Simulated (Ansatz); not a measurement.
The inner images of a band of Al$_{2}$ClH$_{2}$ (5 atoms, charge 0, multiplicity 2) are given out of order.

The calculation used UKS PBE0/def2-SVP (Ansatz).

Image 0:

```xyz
5
Properties=species:S:1:pos:R:3
Al -1.324 -0.360 -1.028
Al 0.784 -0.092 0.391
Cl 1.869 1.717 0.130
H -2.856 -0.022 -0.691
H 1.527 -1.243 1.199
```

Image 6:

```xyz
5
Properties=species:S:1:pos:R:3
Al -0.654 -0.808 -0.174
Al 0.765 1.172 0.644
Cl 2.276 2.386 -0.219
H -2.164 -0.490 -0.582
H -0.224 -2.259 0.332
```

Task: Put them in order from the first end to the last, with their energies above the first end.
A.
```xyz
5
Properties=species:S:1:pos:R:3
Al -1.320 -0.134 -1.101
Al 0.723 0.357 0.255
Cl 2.455 1.557 0.392
H -2.665 -0.645 -0.382
H 0.807 -1.135 0.836
```
B.
```xyz
5
Properties=species:S:1:pos:R:3
Al -1.337 -0.187 -1.125
Al 0.763 0.105 0.301
Cl 2.195 1.667 0.245
H -2.813 -0.384 -0.524
H 1.192 -1.201 1.103
```
C.
```xyz
5
Properties=species:S:1:pos:R:3
Al -0.817 -0.663 -0.332
Al 0.621 1.282 0.440
Cl 2.598 1.939 0.062
H -2.397 -0.697 -0.516
H -0.005 -1.862 0.345
```
D.
```xyz
5
Properties=species:S:1:pos:R:3
Al -0.952 -0.573 -0.594
Al 0.618 1.135 0.223
Cl 2.688 1.535 0.363
H -2.506 -0.821 -0.395
H 0.152 -1.276 0.403
```
E.
```xyz
5
Properties=species:S:1:pos:R:3
Al -1.223 -0.176 -0.957
Al 0.694 0.615 0.252
Cl 2.628 1.402 0.495
H -2.523 -0.830 -0.287
H 0.424 -1.011 0.497
```

Result: B (+0.06 eV), A (+0.26 eV), E (+0.41 eV), D (+0.23 eV), C (+0.03 eV).

Run time: 2.1 min on 1 thread of Intel(R) Xeon(R) 6975P-C (Granite Rapids) (shared host), peak memory 0.19 GiB.
